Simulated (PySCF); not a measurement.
Gas-phase reaction: 2 vinylsilane ⇌ Si2H6 + 2 H2 + C4H2. Level: ωB97M-V/def2-TZVP†; standard pressure 1 bar.

Method: PySCF energies plus ideal-gas RRHO corrections (1 bar). † marks an energy on the PBE0/def2-TZVP geometry and frequencies. All species are closed-shell singlets. The harmonic model lacks anharmonicity and excited electronic states, which grow with temperature; levels with a mode under 35 cm⁻¹ are left out. Internal rotation in vinylsilane, Si2H6 is treated as a harmonic vibration of one conformer, which makes the entropy rough.

| T (K) | 1000/T (1/K) | log10 K |
|---|---|---|
| 1200 | 0.8333 | -4.03 |
| 1400 | 0.7143 | ? |
| 1600 | 0.6250 | 0.16 |
| 1800 | 0.5556 | 1.55 |
| 2000 | 0.5000 | 2.65 |
| 2500 | 0.4000 | 4.60 |

### Question
Fit log10 K = a + b·(1000/T) to the five rows, get the mean ΔH° and ΔS°, and predict log10 K at 1400 K.

### Answer
Means: 1000/T = 0.5828, log10 K = 0.986. Sums of products about the means: Sxy = -2.10512, Sxx = 0.105543, so b = Sxy/Sxx = -19.95 and a = 0.986 − (-19.95)×0.5828 = 12.61.
ΔH° = −R ln 10 × 1000 K × b = −19.145 × (-19.95) = 382 kJ; ΔS° = R ln 10 × a = 241 J/K. The run's own values go from 387 kJ and 245 J/K at 1200 K to 368 kJ and 235 J/K at 2500 K.
Prediction at 1400 K: 12.61 + (-19.95)×0.7143 = -1.64. The computed value is -1.63, 0.01 from the line.
For scale, ΔH°(298 K) is 370 kJ at this level, 380 kJ at ωB97X-V/def2-TZVP†, and runs from 293 to 394 kJ over the 19 levels computed.
